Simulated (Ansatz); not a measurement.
Task: a polarisability from point charges of H2S3, SMILES SSS, with Ansatz's Python interface. Give the script and its output. Use (for the species named): PBE, def2-SVPD basis, multiplicity 1.

```xyz
5

S    -1.5190   -0.7571    0.0760
S    -0.4091    0.7907    0.8263
S     1.4700    0.0482    0.7900
H    -1.3237   -0.4677   -1.2486
H     1.8316    0.3122   -0.4852
```

`field_h2s3.py`:
```python
"""Response of H2S3 to a pair of distant point charges."""

import logging
import sys

import ansatz as az
import numpy as np

logging.basicConfig(stream=sys.stdout, format="%(name)s: %(message)s")
log = logging.getLogger("ansatz_job")
log.setLevel(logging.INFO)

config = {
    "basis_set": "def2-SVPD",
    "functional": "pbe",
}

GEOMETRY = """
S    -1.51900   -0.75710    0.07600
S    -0.40910    0.79070    0.82630
S     1.47000    0.04820    0.79000
H    -1.32370   -0.46770   -1.24860
H     1.83160    0.31220   -0.48520
"""


def main() -> None:
    molecule = az.Crystal.molecule()
    for line in GEOMETRY.strip().splitlines():
        symbol, *xyz = line.split()
        molecule = molecule.atom(symbol, [float(v) for v in xyz])

    base = molecule.calculation().basis(gaussian=config["basis_set"]).functional(config["functional"]).forces()
    # charges +q and -q at -R and +R make a nearly even field 2 k q / R^2 at the centre
    centre = np.mean([site.position_ang for site in molecule.cartesian_sites], axis=0)
    field = 2 * 14.399645 * 4.0 / 25.0 ** 2


    def dipole(axis, sign):
        arm = 25.0 * np.eye(3)[axis]
        pair = [{"charge": sign * 4.0, "position_ang": (centre - arm).tolist()}, {"charge": -sign * 4.0, "position_ang": (centre + arm).tolist()}]
        deck = base.input().set(az.key.basis.gaussian.point_charges, pair)
        return np.array(az.Session.from_dict(deck).plan().execute().report["charge_distribution"]["dipole_moment_e_ang"])


    log.info(f"field {field:.4f} V/A")
    alpha = np.array([(dipole(axis, 1) - dipole(axis, -1)) / (2 * field) * 14.399645 for axis in range(3)])
    log.info("polarisability tensor (A^3)")
    print(np.array2string(alpha, precision=3, suppress_small=True))
    log.info(f"mean {np.trace(alpha) / 3:.3f} A^3 = {np.trace(alpha) / 3 / 0.14818471:.2f} bohr^3")


if __name__ == "__main__":
    main()
```

```console
$ python field_h2s3.py
ansatz_job: field 0.1843 V/A
ansatz_job: polarisability tensor (A^3)
[[13.126  1.053  0.99 ]
 [ 1.033  8.881  0.815]
 [ 0.975  0.818  8.372]]
ansatz_job: mean 10.127 A^3 = 68.34 bohr^3
```

The geometry is a force-field or estimated start, not a minimum of this method, and the basis set is short of its limit. The field of two point charges is only nearly even. It ran for 16 s on 1 thread of Arm Neoverse V1, on a shared host, peak memory 0.2 GiB.
